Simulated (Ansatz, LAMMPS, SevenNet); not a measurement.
Rutile SnO2, Voigt–Reuss–Hill shear modulus

Reference value: 102 GPa (measured, temperature not stated, no zero-point or thermal correction, Hill average of measured single-crystal constants; as tabulated in Oses et al. (2018), arXiv:1811.08464).

Q: Put these levels in order of the Voigt–Reuss–Hill shear modulus that they give for rutile SnO2, smallest first: SevenNet-0 (SevenNet), ionic model woodley1999 (rigid ions, LAMMPS), r²SCAN (Ansatz, a quantum-chemistry and plane-wave program).

A: SevenNet-0 (77.3 GPa), r²SCAN (98.3 GPa), ionic model woodley1999 (172 GPa)

Unless a cell is named, each level is at its own relaxed cell (ionic model woodley1999 11.91, SevenNet-0 12.60, r²SCAN 12.09 Å³/atom).

Differences against the reference: ionic model woodley1999 +69 %, SevenNet-0 -24 %, r²SCAN -3.6 %.

The measured value isn't corrected to a static lattice, so vibrations enter the comparison. A static lattice is as a rule stiffer than a warm one, by over a tenth in soft solids.  Each level is taken at its own relaxed cell. Ansatz's density-functional and Hartree–Fock values are scalar-relativistic unless marked +SOC, with PAW data made under PBE.

Empirical potentials (ionic model woodley1999) are fitted to chosen data, which need not cover the solid at hand: agreement can be built in, and what lay outside the fit can be far off. Machine-learned potentials (SevenNet-0) are trained on DFT data, which may include these solids.

Differences are worked out from the printed values.
